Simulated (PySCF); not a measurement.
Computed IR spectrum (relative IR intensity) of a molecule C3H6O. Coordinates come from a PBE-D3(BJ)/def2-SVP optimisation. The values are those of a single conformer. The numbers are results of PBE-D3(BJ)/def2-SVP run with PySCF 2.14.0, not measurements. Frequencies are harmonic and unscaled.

| ν (cm⁻¹) | relative intensity |
|---|---|
| 522 | 7.9 |
| 844 | 4.3 |
| 1060 | 2.9 |
| 1189 | 35 |
| 1302 | 14 |
| 1318 | 60 |
| 1386 | 14 |
| 1408 | 14 |
| 1780 | 100 |
| 2974 | 2.1 |
| 3055 | 5.7 |
| 3108 | 5.8 |

### Question
Which molecule gave these data?
(A) OC1CC1
(B) C1COC1
(C) C=COC
(D) CC(C)=O

### Answer
D, CC(C)=O
